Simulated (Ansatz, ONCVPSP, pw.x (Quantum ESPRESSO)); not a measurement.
pw.x on bcc Mo: one setting changed

Potential: optimised norm-conserving Vanderbilt (ONCV), ONCVPSP 4.0.1.1 (patched build), PBE; core [Ar] 3d10, reference 4s2 4p6 4d5 5s1; waves: 4s+5s: rc 2.00 bohr, ncon 3, nbas 7, qcut 7.1 1/bohr, 2 projectors; 4p: rc 1.55 bohr, ncon 4, nbas 8, qcut 7.8 1/bohr, 3 projectors, debl 0.5 Ha; 4d: rc 2.20 bohr, ncon 4, nbas 9, qcut 5.7 1/bohr, 3 projectors, debl 1.2 Ha; local part: polynomial inside 1.50 bohr (lpopt 5, dvloc0 -0.5 Ha); core correction: Teter function, fcfact 5.25, rcfact 1.65. In the p channel the program set the typed energies aside and used -1.414, 0.250, 0.750 Ha.

The reference run (k-mesh 15³, cutoffs 65/260 Ry, Fermi–Dirac 0.01 Ry, mixing_beta 0.4, conv_thr 1e-9, no spin) gives 0.64 GPa at 15.802 Å³/atom, where all-electron LAPW gives -0.00 GPa. This run, with its own iteration cap, changes mixing_mode to TF.

```
&control
  calculation='scf', prefix='x', pseudo_dir='./', outdir='./tmp', tstress=.true., disk_io='none'
/
&system
  ibrav=0, nat=1, ntyp=1, ecutwfc=65, ecutrho=260, nbnd=15,
  occupations='smearing', smearing='fd', degauss=0.01
/
&electrons
  conv_thr=1e-09, mixing_beta=0.4, electron_maxstep=50, mixing_mode='TF'
/
ATOMIC_SPECIES
Mo 1.0 Mo.UPF
CELL_PARAMETERS angstrom
  -1.58082582 1.58082582 1.58082582
  1.58082582 -1.58082582 1.58082582
  1.58082582 1.58082582 -1.58082582
ATOMIC_POSITIONS crystal
Mo 0.0000 0.0000 0.0000
K_POINTS automatic
15 15 15 0 0 0
```

```bash
pw.x < Mo.scf.in > Mo.scf.out
```

Question: How does the run end?

Answer: It converges in 9 iterations; the free energy moves by +0.0 meV/atom and the pressure by +0.02 GPa. The result is that of the reference run.

```
Message from routine setup:
     using ibrav=0 with symmetry is DISCOURAGED, use correct ibrav instead
     lattice parameter (alat)  =       5.1742  a.u.
     unit-cell volume          =     106.6372 (a.u.)^3
     number of electrons       =        14.00
     number of Kohn-Sham states=           15
     kinetic-energy cutoff     =      65.0000  Ry
     charge density cutoff     =     260.0000  Ry
     scf convergence threshold =      1.0E-09
     Exchange-correlation= PBE
     number of k points=   120  Fermi-Dirac smearing, width (Ry)=  0.0100
     iteration #  1     ecut=    65.00 Ry     beta= 0.40
     total energy              =    -152.78927085 Ry
     estimated scf accuracy    <       0.12389966 Ry
     iteration #  2     ecut=    65.00 Ry     beta= 0.40
     total energy              =    -152.76726844 Ry
     estimated scf accuracy    <       0.04959007 Ry
     iteration #  3     ecut=    65.00 Ry     beta= 0.40
     total energy              =    -152.77572753 Ry
     estimated scf accuracy    <       0.00053082 Ry
     [... 3 iterations left out ...]
     iteration #  7     ecut=    65.00 Ry     beta= 0.40
     total energy              =    -152.77579929 Ry
     estimated scf accuracy    <       0.00000008 Ry
     iteration #  8     ecut=    65.00 Ry     beta= 0.40
     total energy              =    -152.77579930 Ry
     estimated scf accuracy    <          1.4E-09 Ry
     iteration #  9     ecut=    65.00 Ry     beta= 0.40
     the Fermi energy is    21.0650 ev
!    total energy              =    -152.77579930 Ry
     estimated scf accuracy    <          3.1E-10 Ry
     smearing contrib. (-TS)   =      -0.00303848 Ry
     The total energy is F=E-TS. E is the sum of the following terms:
     one-electron contribution =     -16.60534321 Ry
     hartree contribution      =      18.02589569 Ry
     xc contribution           =     -34.80739521 Ry
     ewald contribution        =    -119.38591809 Ry
     convergence has been achieved in   9 iterations
          total   stress  (Ry/bohr**3)                   (kbar)     P=        6.58
     Message from routine punch:
     Nothing written, as per user request (disk_io='none')
```

The run took about 44 s on one core of a shared host (Neoverse-N1, 64 threads, 124 GiB, load 54).
